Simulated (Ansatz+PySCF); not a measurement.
Two shapes of singlet MgCl2.

Shape 1:

```xyz
3

Cl    0.0000    0.0000   -2.1930
Mg    0.0000    0.0000    0.0000
Cl    0.0000    0.0000    2.1930
```

Shape 2:

```xyz
3

Cl    0.0000    0.0000   -2.0175
Mg    0.0000    0.0000    0.0000
Cl    0.0000    0.0000    2.0175
```

Basis set: def2-SVP (spherical functions). Correlated methods keep 11 orbitals frozen. Charge 0, multiplicity 1.

Computed with Ansatz (development build ahead of 0.2.0); each method stands on the lowest determinant of its kind that the runs found.

(1) Which shape is lower in energy, and by how much in each method?

## Answers

(1)

| method | E(2) − E(1) (eV) |
| --- | --- |
| RHF | 0.569 |
| UHF | 0.569 |
| RHF-MP2 | 0.580 |
| UHF-MP2 | 0.580 |
| UHF-CCSD | 0.581 |

Shape 1 is lower.
